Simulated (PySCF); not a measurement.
How the method changes the constants of Si₂

State: ³Σg⁻ (triplet), unpaired electrons π ↑↑. Set-up: PySCF, no relativity, basis sets Si 3-21G. De refers to Si + Si in their high-spin ground configurations, without counterpoise correction. The functionals are run spin-unrestricted.

```tsv
Level	Re (Å)	ωe (cm⁻¹)	De (eV)	CPU s a point (SCF and correlation, without the integrals)
UHF	2.316	477	0.70	0.036
UHF-MP2	2.413	382	1.88	0.05
UHF-SCS-MP2	2.392	403	1.69	n/a
UHF-CCSD	2.402	399	1.90	n/a
UHF-CCSD(T)	2.414	387	1.99	0.25
PBE	2.396	409	3.05	0.35
revPBE	2.405	405	2.89	0.27
r²SCAN	2.374	424	2.81	0.5
M06-L	2.362	438	3.05	0.51
PBE0	2.359	437	2.68	0.53
M06-2X	2.336	450	2.74	0.53
```

Which functional lies closest to UHF-CCSD(T) in De, which farthest, and by how much do they differ from it?

Closest is PBE0 (-5.5 pm in Re, +12.9 % in ωe, +0.69 eV in De against UHF-CCSD(T) in the same basis), farthest PBE (-1.8 pm in Re, +5.7 % in ωe, +1.06 eV in De). CCSD(T) converges more slowly with the basis than the functionals do and binds too weakly in this one, so the order can change at the basis-set limit.

What does the step from GGA to meta-GGA do here, going from PBE to r²SCAN?

r²SCAN less PBE: -2.2 pm in Re, +3.7 % in ωe, -0.24 eV in De. 

What does the triples do here, going from UHF-CCSD to UHF-CCSD(T)?

UHF-CCSD(T) less UHF-CCSD: +1.2 pm in Re, -3.0 % in ωe, +0.09 eV in De. Correlation nearly always deepens the well. The bond lengthens, as in strong covalent bonds, where excitations into antibonding orbitals dominate.

Correlated steps freeze 10 core orbitals. 3-21G is very small, so such numbers show the basis as much as the molecule. The state is the lowest determinant that a PBE0 search found; another state may lie lower at other levels.

The whole job (state search and all levels along the bond) took about 0.93 min on 1 thread of Intel Xeon Platinum 8488C (shared host), peak memory 0.35 GiB.
